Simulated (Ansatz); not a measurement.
# C3H4FN: up Jacob's ladder to CCSD(T)

An exercise on one series of results from a longer session: the logs are not shown, and one member is left open.

Program: Ansatz 0.2.0, Gaussian basis. Level of theory: functionals in def2-TZVPP, the program's frozen cores in correlated methods. These are calculated values, not measurements.

Plan: LDA (SPW92), PBE-D4, revPBE-D4, BLYP-D4, r2SCAN-D4, B97M-V, PBE0-D4, B3LYP-D4, r2SCANh-D4, r2SCAN0-D4, HSE06-D4, BHLYP-D4, CAM-B3LYP-D4, LC-ωPBE, ωB97X-V, ωB97M-V, B2PLYP, PBE-QIDH; CCSD(T)/def2-SVP; CCSD(T)/def2-TZVPP; MP2/def2-QZVPP; extrapolation to the limit; RPA on PBE.

### The relaxed structure

An earlier PBE0-D4 in a triple-zeta def2 set relaxation fixed the geometry.

SMILES `FC1=CCN1`, 9 atoms, charge 0, spin multiplicity 1.

Atoms are counted from 1 here; the program's logs count them from 0.

Bond lengths: F1–C2 1.313 Å, C2–C3 1.333 Å, C2–N5 1.396 Å, C3–C4 1.512 Å, C3–H6 1.076 Å, C4–N5 1.502 Å, C4–H7 1.092 Å, C4–H8 1.092 Å, N5–H9 1.016 Å. Angles: F1–C2–C3 136.4°, F1–C2–N5 123.2°, C3–C2–N5 100.2°, C2–C3–C4 86.7°, C2–C3–H6 137.0°, C4–C3–H6 135.5°, C3–C4–N5 88.0°, C3–C4–H7 115.8°, C3–C4–H8 116.7°, N5–C4–H7 112.4°, N5–C4–H8 111.4°, H7–C4–H8 110.6°, C2–N5–C4 84.8°, C2–N5–H9 116.6°, C4–N5–H9 115.7°.

The first run:

in.yaml reads:

```yaml
crystal:
  periodic: [false, false, false]
  atoms:
    - {symbol: F, position_ang: [1.074144, 1.340369, 1.583277]}
    - {symbol: C, position_ang: [0.534787, 0.590024, 0.650269]}
    - {symbol: C, position_ang: [0.975088, -0.222702, -0.310138]}
    - {symbol: C, position_ang: [-0.478032, -0.458051, -0.654863]}
    - {symbol: N, position_ang: [-0.837821, 0.551724, 0.397609]}
    - {symbol: H, position_ang: [1.920401, -0.469545, -0.760237]}
    - {symbol: H, position_ang: [-0.865730, -1.453508, -0.427651]}
    - {symbol: H, position_ang: [-0.805149, -0.135829, -1.645116]}
    - {symbol: H, position_ang: [-1.429090, 0.211117, 1.149851]}
basis:
  gaussian: {orbitals: def2-TZVPP}
hamiltonian: {xc: lda}
output: {orbitals: {seedname: orbitals}}
```

Steps of the session up to this table: LDA; PBE-D4 (GGA); revPBE-D4 (GGA); BLYP-D4 (GGA); r2SCAN-D4 (meta-GGA); B97M-V (meta-GGA); PBE0-D4 (hybrid); B3LYP-D4 (hybrid); r2SCANh-D4 (hybrid); r2SCAN0-D4 (hybrid); HSE06-D4 (hybrid); BHLYP-D4 (hybrid); CAM-B3LYP-D4 (range-separated); LC-ωPBE (range-separated); ωB97X-V (range-separated); ωB97M-V (range-separated); B2PLYP (double hybrid); PBE-QIDH (double hybrid).

One table of the session follows, with a row left open; its other results are not shown here.

It belongs to the step «Orbital energies across the functionals». 

| functional | HOMO (eV) | LUMO (eV) | gap (eV) |
| --- | --- | --- | --- |
| LDA (SPW92) | -5.46 | -0.22 | 5.24 |
| PBE-D4 | -5.29 | 0.00 | 5.29 |
| revPBE-D4 | -5.22 | 0.09 | 5.31 |
| BLYP-D4 | -5.16 | 0.08 | 5.24 |
| r2SCAN-D4 | -5.50 | 0.26 | 5.76 |
| B97M-V | -5.57 | 0.33 | 5.90 |
| PBE0-D4 | -6.51 | 1.01 | 7.53 |
| B3LYP-D4 | -6.31 | 0.71 | 7.02 |
| r2SCANh-D4 | -5.96 | 0.63 | 6.60 |
| r2SCAN0-D4 | -6.66 | 1.18 | 7.84 |
| HSE06-D4 | -6.11 | 0.63 | 6.74 |
| BHLYP-D4 | -7.62 | 1.78 | 9.40 |
| CAM-B3LYP-D4 | -7.88 | 1.93 | 9.80 |
| LC-ωPBE | -9.22 | 3.25 | 12.47 |
| ωB97X-V | -8.85 | 3.08 | 11.92 |
| ωB97M-V | ? | ? | ? |

**Question.** Estimate the row for ωB97M-V.

**Answer.** HOMO (eV): -8.76; LUMO (eV): 2.61; gap (eV): 11.37. In the column «HOMO (eV)» it lies between ωB97X-V (-8.85) and CAM-B3LYP-D4 (-7.88).
